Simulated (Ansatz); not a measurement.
**C2H2O: how energies converge with the basis set**

Aim: see how fast density functionals and correlated methods converge with the basis set for C2H2O.

The runs use Ansatz 0.2.0, Gaussian basis; one geometry, several basis sets.

The runs, in order: PBE0-D4/def2-SVP; ωB97M-V/def2-SVP; PBE0-D4/def2-QZVPP; ωB97M-V/def2-QZVPP; CCSD(T)/cc-pV(D+d)Z; CCSD(T)/cc-pV(T+d)Z; CCSD(T)/cc-pV(Q+d)Z; the functionals' def2-TZVPP values are taken from earlier runs.

## 1. The geometry

An earlier PBE0-D4 in a triple-zeta def2 set relaxation fixed the geometry.

5 atoms, charge 0, spin multiplicity 1.

Atoms are counted from 1 here; the program's logs count them from 0.

Bond lengths: C1–C2 1.348 Å, C1–O3 1.262 Å, C1–H4 1.091 Å, C2–H5 1.086 Å. Angles: C2–C1–O3 90.8°, C2–C1–H4 141.0°, O3–C1–H4 127.7°, C1–C2–H5 122.3°.

Geometry (Å):

```mol
C2H2O
  3D, bonds by distance, orders not assigned

  5  4  0  0  0  0  0  0  0  0999 V2000
   -0.4167   -0.2653   -0.1899 C   0  0
    0.2610    0.6904    0.4759 C   0  0
    0.2546   -1.1666    0.3840 O   0  0
   -1.2748   -0.3916   -0.8510 H   0  0
    1.2259    1.0593    0.1396 H   0  0
  1  2  8  0
  1  3  8  0
  1  4  8  0
  2  5  8  0
M  END
```

## 2. PBE0-D4 in def2-SVP

The input, in.yaml:

```yaml
crystal:
  periodic: [false, false, false]
  atoms:
    - {symbol: C, position_ang: [-0.416670, -0.265255, -0.189918]}
    - {symbol: C, position_ang: [0.261004, 0.690431, 0.475868]}
    - {symbol: O, position_ang: [0.254570, -1.166577, 0.384047]}
    - {symbol: H, position_ang: [-1.274781, -0.391553, -0.850994]}
    - {symbol: H, position_ang: [1.225877, 1.059253, 0.139597]}
basis:
  gaussian: {orbitals: def2-SVP}
hamiltonian: {xc: pbe0, dispersion: d4}
output: {orbitals: {seedname: orbitals}}
```

The run is started by

```
ansatz run in.yaml --threads 4 --pin off --events-out ev --progress --plain --max-ram 10444MiB
```

After this run come: ωB97M-V in def2-SVP; PBE0-D4 in def2-QZVPP; ωB97M-V in def2-QZVPP; CCSD(T) in cc-pV(D+d)Z; CCSD(T) in cc-pV(T+d)Z; CCSD(T) in cc-pV(Q+d)Z.

**Question.** What will the summary of the whole plan be? Wanted: MP2 correlation recovered, cc-pV(D+d)Z; MP2 correlation recovered, cc-pV(T+d)Z; MP2 correlation recovered, cc-pV(Q+d)Z; CCSD(T) limit from def2 sets; PBE0-D4: double and triple zeta above quadruple; ωB97M-V: double and triple zeta above quadruple.

The runs gave:

```
                                                                 quantity          value
                                   MP2 correlation recovered, cc-pV(D+d)Z         72.1 %
                                   MP2 correlation recovered, cc-pV(T+d)Z         89.3 %
                                   MP2 correlation recovered, cc-pV(Q+d)Z         95.6 %
CCSD(T) limit from def2 sets (earlier runs) less the limit of this series          9 meV
                          PBE0-D4: double and triple zeta above quadruple  5.13, 0.23 eV
                          ωB97M-V: double and triple zeta above quadruple  5.31, 0.22 eV
```

**Reading.** PBE0-D4 gains 4.90 eV from double to triple zeta, then 0.23 eV more. Correlation climbs from 72 % (cc-pV(D+d)Z) to 96 % (cc-pV(Q+d)Z) of the limit; Hartree-Fock is 0.093 eV from its own by then. A limit from the def2 sets, made apart, differs by 9 meV, a least measure of the doubt on such a limit. Total energies overstate the basis error of differences, where much of it tends to cancel. The LUMO of ωB97M-V is positive and keeps falling with the basis (0.81 to 0.29 eV): an unbound level that the basis holds in place.
